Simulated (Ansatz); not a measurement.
# CH₇AlSi: small, medium and large basis sets

The task here is to estimate one member of a computed series from the others.

Computed with Ansatz 0.2.0, Gaussian basis. Level: one geometry, several basis sets.

Plan: PBE0-D4/def2-SVP; ωB97M-V/def2-SVP; PBE0-D4/def2-QZVPP; ωB97M-V/def2-QZVPP; the functionals' def2-TZVPP values are taken from earlier runs.

1 further run of the same task is left out (it didn't finish).

## The relaxed structure

The geometry comes from an earlier relaxation with PBE0-D4 in a triple-zeta def2 set; it is a stationary point, not always the lowest conformer.

SMILES `C[SiH2][AlH2]`, 10 atoms, charge 0, spin multiplicity 1.

Atoms are counted from 1 here; the program's logs count them from 0.

Bond lengths: C1–Si2 1.888 Å, C1–H4 1.092 Å, C1–H5 1.092 Å, C1–H6 1.092 Å, Si2–Al3 2.462 Å, Si2–H7 1.494 Å, Si2–H8 1.494 Å, Al3–H9 1.592 Å, Al3–H10 1.592 Å. Angles: Si2–C1–H4 110.4°, Si2–C1–H5 111.1°, Si2–C1–H6 111.1°, H4–C1–H5 108.0°, H4–C1–H6 108.0°, H5–C1–H6 108.1°, C1–Si2–Al3 112.4°, C1–Si2–H7 108.6°, C1–Si2–H8 108.6°, Al3–Si2–H7 110.3°, Al3–Si2–H8 110.4°, H7–Si2–H8 106.2°, Si2–Al3–H9 121.2°, Si2–Al3–H10 121.1°, H9–Al3–H10 117.7°.

Set-up of the first run:

Contents of in.yaml:

```yaml
crystal:
  periodic: [false, false, false]
  atoms:
    - {symbol: C, position_ang: [-1.221286, 0.707112, -0.748259]}
    - {symbol: Si, position_ang: [-0.100403, -0.747060, -0.306202]}
    - {symbol: Al, position_ang: [1.679258, -0.115928, 1.274173]}
    - {symbol: H, position_ang: [-1.995604, 0.390452, -1.450351]}
    - {symbol: H, position_ang: [-0.651864, 1.514398, -1.214007]}
    - {symbol: H, position_ang: [-1.713706, 1.107572, 0.140571]}
    - {symbol: H, position_ang: [0.492808, -1.292136, -1.564652]}
    - {symbol: H, position_ang: [-0.941449, -1.840730, 0.267453]}
    - {symbol: H, position_ang: [1.452977, -0.204331, 2.847189]}
    - {symbol: H, position_ang: [3.082370, 0.429549, 0.757185]}
basis:
  gaussian: {orbitals: def2-SVP}
hamiltonian: {xc: pbe0, dispersion: d4}
output: {orbitals: {seedname: orbitals}}
```

Command:

```sh
$ ansatz run in.yaml --threads 2 --pin off --events-out ev --progress --plain --max-ram 4352MiB
```

Among the steps run: PBE0-D4 in def2-SVP; ωB97M-V in def2-SVP; PBE0-D4 in def2-QZVPP; ωB97M-V in def2-QZVPP.

One table of the session follows, with a row left open; its other results are not shown here.

It belongs to the step «Functionals by basis». 

| functional | basis | HOMO (eV) | LUMO (eV) |
| --- | --- | --- | --- |
| PBE0-D4 | def2-SVP | ? | ? |
| PBE0-D4 | def2-TZVPP | -7.27 | -2.03 |
| PBE0-D4 | def2-QZVPP | -7.27 | -2.05 |
| ωB97M-V | def2-SVP | -9.25 | -0.34 |
| ωB97M-V | def2-TZVPP | -9.26 | -0.42 |
| ωB97M-V | def2-QZVPP | -9.27 | -0.53 |

Q: Estimate the row for PBE0-D4, def2-SVP from the others.

The run gave: HOMO (eV): -7.30; LUMO (eV): -2.03. In the column «HOMO (eV)» it lies between ωB97M-V, def2-SVP (-9.25) and PBE0-D4, def2-TZVPP (-7.27).
